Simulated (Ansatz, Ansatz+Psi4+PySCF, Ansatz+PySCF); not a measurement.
| atom | x (Å) | y (Å) | z (Å) |
| --- | --- | --- | --- |
| F | 0.0000 | 0.0000 | 0.0934 |
| H | 0.0000 | 0.0000 | -0.8405 |

Basis set: cc-pVTZ (spherical functions). Correlated methods keep 1 orbital frozen. Charge 0, multiplicity 1.

Computed with Ansatz (development build ahead of 0.2.0); each method stands on the lowest determinant of its kind that the runs found. Restricted open shells among the atoms or ions are ROHF, correlated in semicanonical orbitals with singles.

Question: Give the atomization energy at this shape (free ground-state atoms in the same class of orbitals less the molecule, no zero-point energy) of singlet HF by RHF-CCSD(T), UHF-MP2, UHF.

Answer:

```
     method  atomization energy
RHF-CCSD(T)             5.93 eV
    UHF-MP2             6.10 eV
        UHF             4.12 eV
```
